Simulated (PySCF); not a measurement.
## Core-level binding energies of `N#CC=S`

Species: C₂HNS.
Bonds: N1–C2 (triple), C2–C3, C3–S4 (double). Hydrogens: H5 on C3.

Method used: delta-SCF UKS SCAN, pcX-2 on the ionised atom, pcseg-1 elsewhere, spin-free X2C in PySCF 2.14.0. Each binding energy is the total energy of the core-ionised species, with the hole localised on one atom, minus that of the ground state; both are solved self-consistently, so orbital relaxation is included.

Q: Give the core binding energies atom by atom.

A: 
| atom(s) | bonded to | level | binding energy (eV) | count |
| --- | --- | --- | --- | --- |
| N1 | C (triple bond) | N 1s | 405.81 | 1 |
| C2 | N (triple bond) and C | C 1s | 293.02 | 1 |
| S4 | C (double bond) | S 1s | 2478.03 | 1 |

Q: Which photon energy gives electrons from C 1s of C2 a kinetic energy of 100 eV, and what is their de Broglie wavelength?

A: hν = 293.02 + 100 = 393.02 eV, recoil neglected; λ = 12.264 Å/√(E/eV) = 1.23 Å.

The list is incomplete; no value stands for C 1s of C3 (hole states with ⟨S²⟩ of 1 or more are left out). Spin contamination (⟨S²⟩ against 0.75 for a pure doublet) is marked for N 1s of N1 (0.91) and C 1s of C2 (0.92), which makes these values less certain. Isolated species at its GFN2-xTB geometry, gas phase.
